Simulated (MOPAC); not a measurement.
MOPAC input (PM7):

```
PM7 FORCE THERMO(298,298) PRECISE LET GEO-OK AUX(PRECISION=9) THREADS=1
CH2Cl2

C     0.00406042 1    0.00540234 1    0.79024827 1
Cl   -0.01706513 1    1.43621211 1   -0.23670143 1
Cl    0.01473237 1   -1.43931514 1   -0.21720698 1
H    -0.90913412 1   -0.00054469 1    1.40254887 1
H     0.92350538 1    0.01965580 1    1.39299235 1
```

**Question.** Which zero-point energy does it print?

**Answer.** 16.47 kcal/mol, from the harmonic wavenumbers of PM7.
